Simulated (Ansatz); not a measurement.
Elastic constant C11 (GPa) of solids drawn from the class of elemental solids other than molecular ones, at two levels: PBE in Ansatz (PAW), and PBEsol (plane waves, PAW; Ansatz, a first-principles code).

| solid | PBE | PBEsol | shift (%) |
|---|---|---|---|
| hcp Co | 352 | 421 | +19.6 |
| double-hcp La | 49.6 | 56.2 | +13.3 |
| hcp Y | 77.0 | 77.5 | +0.6 |
| hcp Ru | 567 | 628 | +10.8 |
| hcp Ti | 176 | 184 | +4.5 |
| bcc Rb | 3.07 | 3.26 | +6.2 |
| bcc K | 3.97 | 4.11 | +3.5 |

The shifts run from +0.6 % to +19.6 %, with a median of +6.2 %.

Over all 7 rows PBEsol is the larger in 7.

Ansatz's runs of these crystals have no spin polarisation, but for hcp Co.

Density-functional runs with spin start from parallel moments for hcp Co.

Spin–orbit coupling is left out, also for the solids with elements from indium on (double-hcp La); its size isn't shown.

Each level is taken at its own relaxed cell. Ansatz's density-functional and Hartree–Fock values are scalar-relativistic unless marked +SOC, with PAW data made under PBE.
